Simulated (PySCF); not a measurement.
CH5AlN (charge -1).
Cartesian coordinates in Å at the PBE0-D3(BJ)/def2-SVP level; atoms count from 1:
```xyz
8
CH5AlN angstrom
C      1.6312   -0.1388    0.2106
N      0.7407    0.2853   -0.5617
Al    -1.1281    0.2328   -0.1884
H      1.4481   -0.6039    1.2184
H      2.7259   -0.0908   -0.0430
H     -1.6867    1.7765   -0.2061
H     -1.8511   -0.6518   -1.3676
H     -1.3691   -0.4598    1.2946
```

Method: PBE0-D3(BJ)/def2-SVP geometry optimisation, gas phase (PySCF).

**Question.** Which atoms are bound to Al3, and at what distances?

**Answer.** 4 atoms: H6 1.642 Å, H7 1.642 Å, H8 1.654 Å, N2 1.906 Å. The nearest atom not counted as bound is C1, at 2.81 Å.

**Question.** List the angles at Al3.

**Answer.** 
```csv
angle,degrees,distance of the outer atoms (Å)
H7–Al3–H8,110.7,2.71
H6–Al3–H8,110.7,2.71
H6–Al3–H7,110.4,2.70
N2–Al3–H8,109.3,2.91
N2–Al3–H7,107.8,2.87
N2–Al3–H6,107.8,2.87
```

**Question.** What is the shape at Al3?

**Answer.** Tetrahedral: angles from 107.8° to 110.7°; τ4 = (360° − α − β)/141° = 0.98 with α and β the two widest (0 for a square, 1 for a tetrahedron). The Al–H distances aren't all alike: 1.642 to 1.654 Å.

**Question.** What are the other bond lengths?

**Answer.** C1=N2 1.253 Å; C1–H4 1.125 Å; C1–H5 1.125 Å.

**Question.** Give some angles away from the centre.

**Answer.** C1–N2–Al3 124.5°.

**Question.** What are the rotational constants (commonest isotopes, rigid rotor)?

**Answer.** A = 36807, B = 5216, C = 4893 MHz: a near-prolate asymmetric top.

Point group: Cs (every atom within 0.08 Å of its image). Charge -1, singlet. The geometry's basis has no diffuse functions, a weakness for an anion. Stationary, but not proved a minimum.
